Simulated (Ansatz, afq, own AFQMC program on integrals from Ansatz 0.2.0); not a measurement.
**CHN, singlet → CHN⁺, doublet, worked out**

```xyz
3

C    -0.0054   -0.0235   -0.0054
N     0.2540    1.0696    0.2572
H    -0.2487   -1.0461   -0.2518
```

Connectivity, by distances: CH–N.

Both states at this geometry.

Basis def2-TZVP. Only valence electrons are correlated. AFQMC by an in-house program on the Cholesky factors that Ansatz 0.2.0 writes for its CCSD(T) run. ph-AFQMC/CISD is guided by a CISD state made of CCSD amplitudes; releasing the constraint for a short imaginary time cuts its bias at the price of noise, slowly where states lie close. ± is one standard error of the sampling.

Total energies in eV. CBS is CCSD(T) at the limit of def2-TZVPP/QZVPP (extrapolated itself); the highest rung of each member is named.

Cautions: CHN (singlet): the released value is read at 2.40 1/Eh (meV from the phaseless value at times in 1/Eh: -6 ± 4 at 0.24, -11 ± 4 at 0.51, -19 ± 4 at 0.99, -35 ± 4 at 1.62, -25 ± 7 at 2.40); CHN⁺ (doublet): the released energies have errors that jump between times, so the bars are unsure, so no released level is given (meV from the phaseless value at times in 1/Eh: -8 ± 6 at 0.24, -44 ± 27 at 0.51, -30 ± 4 at 0.99, -28 ± 3 at 1.62, -39 ± 5 at 2.40), though the last usable value meets CCSDT(Q) within the noise, the ph-AFQMC/CISD walk drifts between its halves (2.2 errors), its ph-AFQMC/CISD value lies 31 ± 5 meV above CCSDT(Q).

| member | count | CCSD(T)/def2-TZVP | highest rung in def2-TZVP | which | CCSD(T)/CBS |
| --- | --- | --- | --- | --- | --- |
| CHN⁺, doublet | +1 | -2524.4501 | -2524.4952 | CCSDT(Q) | -2525.4498 |
| CHN, singlet | -1 | -2538.1507 | -2538.1933 ± 0.0069 | released AFQMC | -2539.2780 |

Work out the best estimate of the vertical ionization energy: the CCSD(T)/CBS difference plus the step from CCSD(T) to the highest rung.

Sums with the counts: CCSD(T)/CBS 13.8282 eV, highest rung 13.6981 eV, CCSD(T)/def2-TZVP 13.7006 eV. The step is 13.6981 − 13.7006 = -0.0025 eV, so the best estimate is 13.8282 + (-0.0025) = 13.8257 eV = 318.8 kcal/mol, with sampling noise 0.007 eV. The step is under twice that noise, so its sign is open. The basis set is worth 0.128 eV of it. Zero-point, core-correlation and spin–orbit terms aren't in it.

Best estimates are given only where the step beyond CCSD(T) is under 0.3 eV and no member's determinant is very poor (T1 over 0.05, or 0.07 for open shells, ⟨S²⟩ too high by 0.3, two states mixed), so the hardest cases are missing from such tables.

CCSDT and higher add their correlation energy to the determinant of the CCSD(T) run, since their own runs factorise the integrals more tightly (a shift of under 2 meV). Each member of a difference takes its own highest rung, so a best estimate needn't equal the limit plus the step of one row. A walk keeps the symmetry of its determinant, which the program's search chose and which needn't be the lowest solution, so a lower state of the same spin and another symmetry isn't excluded. Released energies are given only where the last usable release times agree within the noise; a slower fall can still hide under it.
